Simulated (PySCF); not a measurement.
# NHOH: doublet, from a linear start

The task is one start of a wider search on NHOH: the doublet, from a linear start. It is relaxed, tested by its Hessian and followed downhill if it is a saddle.

Computed with PySCF 2.14.0. Level: PBE0, basis N def2-TZVP, H def2-TZVP, O def2-TZVP, no relativity, density fitting.

### Step 1. Where the work starts

4 atoms, charge 0, spin multiplicity 2.

Bond lengths: N1–H2 1.030 Å, N1–O3 1.340 Å, O3–H4 0.960 Å. Angles: H2–N1–O3 180.0°, N1–O3–H4 130.0°.

```xyz
4
charge 0 multiplicity 2
N     0.0000    0.0000    0.0000
H     0.0000    0.0000    1.0300
O     0.0000    0.0000   -1.3400
H     0.7354    0.0000   -1.9571
```

### Step 2. The SCF at the typed geometry

The steps below are one call of a driver around PySCF. For each, scf.py gives the equivalent set-up of the SCF; relaxations use the driver's own optimiser. After this first run the driver tries any further starts and a stability analysis.

Contents of scf.py:

```python
from pyscf import gto, scf, dft
mol = gto.M(atom='''
N      0.000000     0.000000     0.000000
H      0.000000     0.000000     1.030000
O      0.000000     0.000000    -1.340000
H      0.735400     0.000000    -1.957100''',
    basis={'N': 'def2-TZVP', 'H': 'def2-TZVP', 'O': 'def2-TZVP'},
    charge=0, spin=1)
mf = dft.UKS(mol, xc='PBE0')
mf.grids.atom_grid = (50, 194)
aux = {'N': 'def2-universal-JKFIT', 'H': 'def2-universal-JKFIT', 'O': 'def2-universal-JKFIT'}
mf = mf.density_fit(auxbasis=aux)
mf.conv_tol = 1e-08
mf.diis_space = 10
mf.max_cycle = 60
mf.init_guess = 'minao'
mf.verbose = 4
mf.kernel()
```

The run is started by

```console
OMP_NUM_THREADS=2 python axn.py task.json out
```

Further steps of the session: Relaxation: linear start, doublet; Hessian and properties.

**Question.** What will these runs give? Wanted: minimum; geometry; wavenumbers; dipole moment; highest occupied, lowest empty level; polar-tensor charge of N1; zero-point energy; atomisation energy; ⟨S²⟩.

As calculated:

| quantity | value |
| --- | --- |
| minimum | doublet, Cs |
| geometry | N–H 1.029 Å, N–O 1.350 Å, O–H 0.967 Å; H–N–O 106.5°, H–O–N 111.3° |
| wavenumbers (cm⁻¹) | 557 (a''), 1154 (a'), 1332 (a'), 1517 (a'), 3341 (a'), 3753 (a') |
| dipole moment | 3.25 D |
| highest occupied, lowest empty level (either spin) | -6.95, -1.54 eV |
| polar-tensor charge of N1 | +0.08 e |
| zero-point energy | 69.7 kJ/mol |
| entropy at 298.15 K | 234.4 J/(mol K) |
| atomisation energy (no zero-point energy) | 1094 kJ/mol |
| ⟨S²⟩ | 0.755 |

In words: The linear start keeps its Cs symmetry and ends in a minimum. In the infrared the band at 1154 cm⁻¹ (a') leads. Most of the spin sits on N1 (Mulliken spin 0.86, against 1 for the whole molecule). Other starts or spin states, not run here, may lie lower.
